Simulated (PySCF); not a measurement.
# BCCD(T)/STO-6G run of [NO2]+ (SMILES O=[N+]=O)

What is the energy change on altering one bond length of [NO2]+ at BCCD(T)/STO-6G? Input form: a Python script.

The calculation is run with PySCF 2.14.0.

7 further runs of the same task are left out: 7 set aside as unsound or not needed.

### Step 1. Starting point

[NO2]+ has 3 atoms, charge +1, and is taken as a singlet. As SMILES, `O=[N+]=O`. Geometry: relaxed at PBE0-D4/def2-TZVP.

Bond lengths: O1–N2 1.110 Å, N2–O3 1.110 Å. Angles: O1–N2–O3 180.0°.

### Step 2. The energy at BCCD(T)/STO-6G

The input, run.py:

```python
from pyscf import gto, scf, cc
from pyscf.cc.bccd import bccd_kernel_

mol = gto.M(
    atom='''
O   -0.572980   0.927020  -0.209580
N   -0.000010  -0.000010   0.000000
O    0.572990  -0.927010   0.209580
''',
    verbose=4,
    spin=0,
    max_memory=1860,
    charge=1,
    basis='sto-6g',
)

myscf = scf.RHF(mol)
myscf.conv_tol = 1e-10
myscf.kernel()
if not myscf.converged:
    myscf = myscf.newton().run(myscf.mo_coeff, myscf.mo_occ)

mycc = cc.CCSD(myscf, frozen=3).run()
mycc = bccd_kernel_(mycc, diis=True)
e_t = mycc.ccsd_t()
e_tot = mycc.e_tot + e_t
print(f'total energy: {e_tot:.8f} hartree')
```

Launch:

```sh
OMP_NUM_THREADS=1 python run.py
```

The program printed:

```text
PySCF version 2.14.0

[INPUT] num. atoms = 3
[INPUT] num. electrons = 22
[INPUT] charge = 1
[INPUT] spin (= nelec alpha-beta = 2S) = 0
[INPUT] symmetry False subgroup None
[INPUT] Mole.unit = angstrom
[INPUT] Symbol           X                Y                Z      unit          X                Y                Z       unit  Magmom
[INPUT]  1 O     -0.572980000000   0.927020000000  -0.209580000000 AA   -1.082775274853   1.751813911994  -0.396048801186 Bohr   0.0
[INPUT]  2 N     -0.000010000000  -0.000010000000   0.000000000000 AA   -0.000018897261  -0.000018897261   0.000000000000 Bohr   0.0
[INPUT]  3 O      0.572990000000  -0.927010000000   0.209580000000 AA    1.082794172115  -1.751795014733   0.396048801186 Bohr   0.0

nuclear repulsion = 68.6641622036056
number of shells = 9
number of NR pGTOs = 90
number of NR cGTOs = 15
basis = sto-6g
ecp = {}

[... 35 lines left out ...]
converged SCF energy = -202.85105631479
[... 12 lines left out ...]
Init t2, MP2 energy = -203.131610717007  E_corr(MP2) -0.280554402217083
[... 12 lines left out ...]
CCSD converged
[... 27 lines left out ...]
CCSD converged
[... 23 lines left out ...]
CCSD converged
[... 3 lines left out ...]
******** <class 'pyscf.cc.ccsd.CCSD'> ********
CC2 = 0
CCSD nocc = 8, nmo = 12
frozen orbitals 3
max_cycle = 50
direct = 0
conv_tol = 1e-07
conv_tol_normt = 1e-05
diis_space = 6
diis_start_cycle = 0
diis_start_energy_diff = 1e+09
Init E_corr(CCSD) = -0.257037262529792
cycle = 1  E_corr(CCSD) = -0.257296640501216  dE = -0.000259377971  norm(t1,t2) = 0.00151899
cycle = 2  E_corr(CCSD) = -0.25710687010552  dE = 0.000189770396  norm(t1,t2) = 0.000292444
cycle = 3  E_corr(CCSD) = -0.257174874124163  dE = -6.80040186e-05  norm(t1,t2) = 0.000139992
cycle = 4  E_corr(CCSD) = -0.257172633703438  dE = 2.24042072e-06  norm(t1,t2) = 1.88679e-05
cycle = 5  E_corr(CCSD) = -0.257172640232839  dE = -6.52940096e-09  norm(t1,t2) = 5.47899e-06
CCSD converged
E(CCSD) = -203.0975370453894  E_corr = -0.2571726402328391
BCC iter:    2  E:    -203.097537045389  dE:    5.308e-05  |t1|:    1.859e-06
CCSD(T) correction = -0.0290428550186427
total energy: -203.12657990 hartree
```

Run time: 0.52 s. Hardware: 1 thread of AMD EPYC 9R45 (Zen 5), shared host; peak memory 0.1 GiB.

### Step 3. The distorted shape, same level

The input, input.py:

```python
from pyscf import gto, cc
from pyscf.cc.bccd import bccd_kernel_

mol = gto.M(
    atom='''
O     -0.859484     1.390565    -0.314377
N     -0.000010    -0.000010     0.000000
O      0.572990    -0.927010     0.209580
''',
    charge=1,
    verbose=4,
    basis='sto-6g',
    max_memory=1860,
    spin=0,
)

myscf = mol.RHF()
myscf.conv_tol = 1e-10
myscf.kernel()
if not myscf.converged:
    myscf = myscf.newton().run(myscf.mo_coeff, myscf.mo_occ)

mycc = cc.CCSD(myscf, frozen=3).run()
mycc = bccd_kernel_(mycc, diis=True)
e_t = mycc.ccsd_t()
e_tot = mycc.e_tot + e_t
print(f'total energy: {e_tot:.8f} hartree')
```

Launch:

```sh
OMP_NUM_THREADS=1 python input.py
```

The program printed:

```text
PySCF version 2.14.0

[INPUT] num. atoms = 3
[INPUT] num. electrons = 22
[INPUT] charge = 1
[INPUT] spin (= nelec alpha-beta = 2S) = 0
[INPUT] symmetry False subgroup None
[INPUT] Mole.unit = angstrom
[INPUT] Symbol           X                Y                Z      unit          X                Y                Z       unit  Magmom
[INPUT]  1 O     -0.859484000000   1.390565000000  -0.314377000000 AA   -1.624189368446   2.627787008406  -0.594086429862 Bohr   0.0
[INPUT]  2 N     -0.000010000000  -0.000010000000   0.000000000000 AA   -0.000018897261  -0.000018897261   0.000000000000 Bohr   0.0
[INPUT]  3 O      0.572990000000  -0.927010000000   0.209580000000 AA    1.082794172115  -1.751795014733   0.396048801186 Bohr   0.0

nuclear repulsion = 56.7109933461688
number of shells = 9
number of NR pGTOs = 90
number of NR cGTOs = 15
basis = sto-6g
ecp = {}

[... 41 lines left out ...]
converged SCF energy = -202.808167554302
[... 12 lines left out ...]
Init t2, MP2 energy = -203.036744586831  E_corr(MP2) -0.228577032528866
[... 18 lines left out ...]
CCSD converged
[... 32 lines left out ...]
CCSD converged
[... 29 lines left out ...]
CCSD converged
[... 26 lines left out ...]
CCSD converged
[... 25 lines left out ...]
CCSD converged
[... 3 lines left out ...]
******** <class 'pyscf.cc.ccsd.CCSD'> ********
CC2 = 0
CCSD nocc = 8, nmo = 12
frozen orbitals 3
max_cycle = 50
direct = 0
conv_tol = 1e-07
conv_tol_normt = 1e-05
diis_space = 6
diis_start_cycle = 0
diis_start_energy_diff = 1e+09
Init E_corr(CCSD) = -0.27473336332154
cycle = 1  E_corr(CCSD) = -0.274736295627788  dE = -2.93230625e-06  norm(t1,t2) = 8.50344e-05
cycle = 2  E_corr(CCSD) = -0.274728987569891  dE = 7.3080579e-06  norm(t1,t2) = 4.30935e-05
cycle = 3  E_corr(CCSD) = -0.274734856142878  dE = -5.86857299e-06  norm(t1,t2) = 5.09575e-05
cycle = 4  E_corr(CCSD) = -0.274733764195204  dE = 1.09194767e-06  norm(t1,t2) = 5.03554e-06
cycle = 5  E_corr(CCSD) = -0.274734340459856  dE = -5.76264652e-07  norm(t1,t2) = 4.50944e-06
cycle = 6  E_corr(CCSD) = -0.274734230761443  dE = 1.09698413e-07  norm(t1,t2) = 1.01855e-06
cycle = 7  E_corr(CCSD) = -0.274734263652763  dE = -3.28913198e-08  norm(t1,t2) = 4.88813e-07
CCSD converged
E(CCSD) = -203.042661766429  E_corr = -0.2747342636527627
BCC iter:    4  E:    -203.042661766429  dE:    3.890e-08  |t1|:    3.319e-06
CCSD(T) correction = -0.0398874469622627
total energy: -203.08254921 hartree
```

Wall time 0.74 s (1 thread of AMD EPYC 9R45 (Zen 5), shared host); peak memory 0.12 GiB.

### Step 4. Outcome

Level: BCCD(T)/STO-6G, 3 core orbitals frozen.

| quantity | value |
| --- | --- |
| first shape: total energy | -203.12658 Eh |
| first shape: correlation energy (3 core orbitals frozen) | -275.5 mEh |
| first shape: (T) correction | -29.04 mEh |
| distorted shape: total energy | -203.08255 Eh |
| distorted shape: correlation energy (3 core orbitals frozen) | -274.4 mEh |
| distorted shape: (T) correction | -39.89 mEh |
| energy change with the O1–N2 bond stretched from 1.110 to 1.665 Å | 1.198 eV |

In words: With the O1–N2 bond stretched from 1.110 to 1.665 Å the energy rises by 1.20 eV (116 kJ/mol). The first shape isn't relaxed at this level, so the change isn't measured from a minimum. The minimal basis adds a large error of its own. The triples (first shape) make up 10.5 % of the correlation energy. The triples (distorted shape) make up 14.5 % of the correlation energy.
